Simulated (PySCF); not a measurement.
# CH4BN: the cost of one run

Computed with PySCF 2.14.0 and routines of our own; the level stands in each step. Atoms count from 0.

## Step 1: The system as given

7 atoms, charge -1, multiplicity 2; geometry from: GFN2-xTB.

## Step 2: Open-shell or spin-flip excitations: unrestricted TDDFT CAM-B3LYP/def2-SVPD in tetrahydrofuran

The job: settings as JSON, then the geometry in Å.

```
{"job": {"kind": "uabs", "xc": "CAM-B3LYP", "basis": "def2-SVPD", "nstates": 10, "tda": false, "solvent": "tetrahydrofuran", "pol": false}, "charge": -1, "multiplicity": 2}
B     -1.112214    -0.142623     0.001161
C      0.340306     0.201290    -0.002693
N      1.363891    -0.660189    -0.025886
H     -1.529739    -1.263079    -0.015477
H     -1.930236     0.746693     0.022844
H      0.597785     1.295344     0.016137
H      2.273541    -0.172532    -0.023163
```

Level: unrestricted TDDFT CAM-B3LYP/def2-SVPD, vertical, IEF-PCM tetrahydrofuran (non-equilibrium linear response), core orbitals frozen in the response.

The run is started by

```bash
$ OMP_NUM_THREADS=1 python excited_run.py task.json out
```

This one command runs all jobs of the session in turn.

Q: Estimate the wall time and peak memory of this first job on 1 thread of Intel Xeon Platinum 8488C, shared host.

About 7.5 s, with a peak of 0.4 GiB.
